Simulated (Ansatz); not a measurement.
Energy needed to pull apart C$_{2}$H$_{6}$ (SMILES CC), singlet, into free ground-state atoms, from the structure below (displaced at random from a GFN2-xTB minimum); no zero-point or spin–orbit terms; open-shell atoms are treated unrestricted, in their ground-state multiplicity.

C1  (-0.316, 0.122, -0.695)
C2  (0.316, -0.129, 0.690)
H3  (0.082, -0.536, -1.417)
H4  (-1.368, -0.036, -0.621)
H5  (-0.130, 1.129, -1.006)
H6  (-0.082, 0.538, 1.438)
H7  (1.402, 0.026, 0.594)
H8  (0.171, -1.155, 0.991)
(Å)

Computed with Ansatz 0.2.0 (basis: def2-TZVPP); correlated methods freeze the cores.

```json
{"method": "PBE-D4", "atomization energy (kcal/mol)": "716.8"}
{"method": "revPBE-D4", "atomization energy (kcal/mol)": "?"}
{"method": "r2SCAN-D4", "atomization energy (kcal/mol)": "710.8"}
{"method": "PBE0-D4", "atomization energy (kcal/mol)": "711.9"}
{"method": "BHLYP-D4", "atomization energy (kcal/mol)": "700.7"}
{"method": "wB97M-V", "atomization energy (kcal/mol)": "?"}
{"method": "HF", "atomization energy (kcal/mol)": "549.8"}
{"method": "MP2", "atomization energy (kcal/mol)": "698.1"}
{"method": "CCSD", "atomization energy (kcal/mol)": "692.0"}
{"method": "CCSD(T)", "atomization energy (kcal/mol)": "697.8"}
```

(1) What does wB97M-V give? (To be estimated.)

(2) What does revPBE-D4 give? (To be estimated.)

The T1 diagnostic stays at or below 0.008.

## Answers

(1) The calculation gives: 712.1 kcal/mol, which is about 14.3 kcal/mol more than CCSD(T)/def2-TZVPP.

(2) The calculation gives: 704.4 kcal/mol, which is about 6.6 kcal/mol more than CCSD(T)/def2-TZVPP.

In triple zeta the MP2 and coupled-cluster atomization energies are still short of their basis limit by a few kcal/mol a bond, whereas those of the functionals are nearly converged, so these differences are not deviations from converged CCSD(T).

For scale, one of the runs: CCSD(T)/def2-TZVPP forces, 146 basis functions (an equivalent command: `ansatz run in.yaml --threads 4`). Time: 27 s of wall clock on 4 CPU threads; the host was shared. Peak host memory: 1.7 GiB.
